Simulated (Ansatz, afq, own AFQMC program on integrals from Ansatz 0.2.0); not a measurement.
Where AFQMC and coupled cluster stand for SiGeH$_{4}$, singlet

```yaml
atoms:
  - { symbol: Si, position_ang: [-0.0007, -0.0931, 1.7691] }
  - { symbol: Ge, position_ang: [-0.0001, 0.0132, -0.6582] }
  - { symbol: H, position_ang: [0.0020, 1.4326, 1.8041] }
  - { symbol: H, position_ang: [-0.0315, -1.3611, -1.3540] }
  - { symbol: H, position_ang: [1.2699, 0.7478, -1.1427] }
  - { symbol: H, position_ang: [-1.2124, 0.8215, -1.1701] }
```

Connectivity, by distances: SiH–GeH3.

Basis cc-pVTZ. Only valence electrons are correlated. Integrals, coupled cluster, full CI and functionals: Ansatz 0.2.0; the random walks run on the same integrals in our own AFQMC program. The CISD trial takes its coefficients from CCSD amplitudes. Released means that phaseless walkers are propagated on without the constraint, phases kept. Error bars are statistical, one sigma. No spin–orbit coupling.

Determinant: RHF, the one that the program's search chose, which needn't be the lowest solution. The geometry is a PBE0/def2-TZVP stationary point of this or a neighbouring charge and spin state.

No full CI on the walks' own integrals is used here. The released AFQMC energy serves as the reference, which it does only where one determinant dominates, the energy is flat over the last release times and near the phaseless one (40 meV or 2 meV an electron, half that with transition metals). On small molecules, where full CI could be run and the noise was under 10 meV, such values lay within 10 meV of it in 19 cases of 20, a flattering rate, since the rule was set on those same cases; what remains of the bias isn't in the error bar.

Cautions: no relativity below Rb; no spin-orbit coupling; inner d shell frozen; restricted determinant unstable towards unrestricted (UHF 141 meV lower, ⟨S²⟩ 0.48); the ph-AFQMC/CISD walk drifts between its halves (2.0 errors); the released value is read at 1.62 1/Eh, later times being too noisy (meV from the phaseless value at times in 1/Eh: -3 ± 7 at 0.24, -9 ± 7 at 0.51, -16 ± 9 at 0.99, -18 ± 5 at 1.62, -26 ± 13 at 2.40).

```
T1 diagnostic                               : 0.0145
weight of the determinant in the CISD state : 0.841
size of the correlated space                : 12 electrons in 114 orbitals
```

Reference: AFQMC with the constraint released, correlation energy -7.702 ± 0.005 eV.

| level | E − E(reference) (meV) | share of correlation (%) |
| --- | --- | --- |
| HF | 7702.3 ± 5.5 | 0.00 |
| MP2 | 1547.8 ± 5.5 | 79.90 |
| CCSD | 302.8 ± 5.5 | 96.07 |
| CCSD(T) | 51.4 ± 5.5 | 99.33 |
| ph-AFQMC/HF | -61.8 ± 28.9 | 100.80 |
| ph-AFQMC/CISD | 17.9 ± 7.8 | 99.77 |

Released energies are given only where the last usable release times agree within the noise; a slower fall can still hide under it.
